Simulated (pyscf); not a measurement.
Optimised with ωB97X-D3(BJ)/def2-SVP in PySCF.

PBE/def2-TZVP puts the barrier of H₃C–Si(CH₃)(OH)–O–SiH₂–OH (SMILES C[Si](C)(O)O[SiH2]O) + H₂ (SMILES [H][H]) -> H₃C–Si(CH₃)(OH)–OH (SMILES C[Si](C)(O)O) + HO–SiH₃ (SMILES O[SiH3]) (four-centre exchange; singlet surface; O–Si, H–H broken, H–O, H–Si formed) at 2.19 eV and the reaction energy at +1.09 eV, from the separated reactants. What do B3LYP-D3(BJ)/def2-TZVP, PBE0-D3(BJ)/def2-TZVP, ωB97M-D3(BJ)/def2-TZVP give on the same structures?

B3LYP-D3(BJ): ΔE‡ = 2.44 eV, ΔE = +1.27 eV; PBE0-D3(BJ): ΔE‡ = 2.26 eV, ΔE = +1.19 eV; ωB97M-D3(BJ): ΔE‡ = 2.41 eV, ΔE = +1.25 eV. PBE's barrier lies under all of them, by 0.07 to 0.26 eV. Its reaction energy lies under all of them, by 0.11 to 0.19 eV. On the product side the descent ends in a complex (not fully relaxed), 0.23 eV under the separated species and 1.36 eV under the saddle at ωB97X-D3(BJ)/def2-TZVP. One saddle was located; it need not be the lowest between these sides.
